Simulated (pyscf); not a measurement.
PySCF, gas phase, ωB97X-D3(BJ)/def2-SVP geometries.

Task: `[OH][Si]([OH])[OH]` [doublet] + `[ClH]` → `[OH][Si]([OH])([OH])[Cl]` + `[H]` [doublet]
Surface: doublet. Broken: Cl–H. Formed: Cl–Si. Give ΔE‡ and ΔE from ωB97M-D3(BJ)/def2-TZVP, relative to the separated reactants.

Result: ΔE‡ = 10.6 kcal/mol, ΔE = -16.2 kcal/mol. Zero-point energy shifts the barrier by -1.3 kcal/mol. It is an atom transfer, with an imaginary mode of 496i cm⁻¹. This is the saddle that the search found; another between the same sides may lie lower. The angle at the transferred Cl is 180°.
